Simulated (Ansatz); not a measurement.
```yaml
crystal:
  periodic: [false, false, false]
  atoms:
    - {symbol: Si, position_ang: [-2.317595, 0.108642, -0.000374]}
    - {symbol: Al, position_ang: [-0.000877, -0.268462, -0.000450]}
    - {symbol: Si, position_ang: [2.318255, 0.093504, 0.000712]}
    - {symbol: H, position_ang: [0.005073, 1.553803, 0.002604]}
basis:
  gaussian: {orbitals: def2-TZVP}
hamiltonian: {xc: pbe0}
relax: {f_tol: 0.004, max_steps: 80}
```

```sh
$ ansatz run in.yaml --threads 1 --pin off --events-out ev --progress --plain --max-ram 2176MiB
```

Steps of the relaxation (energy above the last step; positions in Å, forces in eV/Å):

```
4
step 1, 1548.8 meV
Si   -2.318    0.109    0.000    0.326    0.252    0.001
Al   -0.001   -0.268    0.000    0.002    0.480    0.001
Si    2.318    0.094    0.001   -0.325    0.255    0.000
H     0.005    1.554    0.003   -0.003   -0.987   -0.002
```

```
4
step 2, 1363.3 meV
Si   -2.269    0.227    0.000    0.339    0.274    0.001
Al   -0.001   -0.310   -0.001   -0.003   -0.775   -0.001
Si    2.270    0.213    0.001   -0.337    0.276    0.000
H     0.004    1.358    0.002    0.001    0.225    0.000
```

```
4
step 3, 1052.3 meV
Si   -2.165    0.390    0.000    0.693    0.287    0.001
Al   -0.002   -0.484   -0.001   -0.003   -0.902   -0.002
Si    2.168    0.375    0.001   -0.692    0.291    0.000
H     0.004    1.207    0.002    0.001    0.323    0.001
```

```
4
step 6, 14.6 meV
Si   -1.665    0.692    0.001   -0.075    0.035    0.000
Al   -0.003   -0.919   -0.002   -0.001   -0.297    0.000
Si    1.669    0.681    0.002    0.075    0.035    0.000
H     0.003    1.033    0.002    0.001    0.227    0.000
```

```
4
step 8, 0.9 meV
Si   -1.641    0.681    0.001   -0.050   -0.018    0.000
Al   -0.003   -0.967   -0.002    0.000   -0.026    0.000
Si    1.645    0.670    0.002    0.050   -0.018    0.000
H     0.004    1.103    0.002    0.000    0.061    0.000
```

```
4
step 10, 0.0 meV
Si   -1.641    0.674    0.001    0.000    0.000    0.000
Al   -0.003   -0.974   -0.002    0.000    0.000    0.000
Si    1.646    0.664    0.002    0.000    0.000    0.000
H     0.004    1.124    0.002    0.000    0.000    0.000
```

Close pairs at the end: Si3–H4 1.705 Å, Si1–H4 1.705 Å, Al2–H4 2.098 Å, Si1–Al2 2.324 Å, Al2–Si3 2.324 Å.

A stationary point of restricted PBE0 after 10 steps (its stability towards spin polarisation wasn't tested); no frequencies were run, so it isn't proven a minimum. 25 s on 1 thread of Intel Xeon 6975P-C, shared host.
